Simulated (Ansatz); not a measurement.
## Match the barriers

Saddle point of C2H7Al, closed shell (C₂H₇Al ([CH3][CH2][AlH2]) → C₂H₄ (C=C) + AlH₃; bonds formed: Al1–H4; bonds broken: Al1–C2, C3–H4), PBE0-D4/def2-TZVP structure:

Al1  (-1.220, -0.311, 0.202)
C2  (0.549, 0.909, 0.240)
C3  (0.972, -0.261, -0.380)
H4  (-0.298, -1.468, -0.555)
H5  (-2.203, 0.349, -0.849)
H6  (-1.498, -0.754, 1.697)
H7  (0.314, 1.780, -0.360)
H8  (0.766, 1.069, 1.289)
H9  (1.531, -1.007, 0.171)
H10  (1.087, -0.305, -1.456)
(Å)

Program: Ansatz 0.2.0. Basis: def2-TZVPP, with def2-QZVPP for the basis limit. Cores are frozen in the correlated methods. Extrapolation: Hartree–Fock as exp(−7.88 √X), correlation as X^−2.97. Four methods, as single points on the PBE0-D4 structures, gave these electronic barriers from the start structure: 1.023, 1.278, 1.389, 1.691 eV.

(1) The methods were, in alphabetical order, CCSD(T), HF, PBE0-D4, SPW92. Which gave which? (A judgement: the text doesn't fix the answer.)

No T1 diagnostic of these runs exceeds 0.016.

## Answers

(1) By the calculation: SPW92 1.023; PBE0-D4 1.278; CCSD(T) 1.389; HF 1.691 eV. For comparison, CCSD(T) at an estimated basis limit (MP2 extrapolated from triple and quadruple zeta, plus CCSD(T) − MP2 in triple zeta) gives 1.390 eV.

Such eliminations are a main way in which metal alkyl precursors decompose in metal-organic vapour deposition.

Labels in which every atom is bracketed show which atoms are joined, not bond orders.

For scale, one of the runs: CCSD(T)/def2-TZVPP, 202 basis functions, launched by `ansatz run in.yaml --threads 2 --pin off --events-out ev --progress --plain --max-ram 4352MiB`. Time: 39 s of wall clock on 2 CPU threads of an AMD EPYC 7R13; the host was shared. Peak host memory: 2.5 GiB.
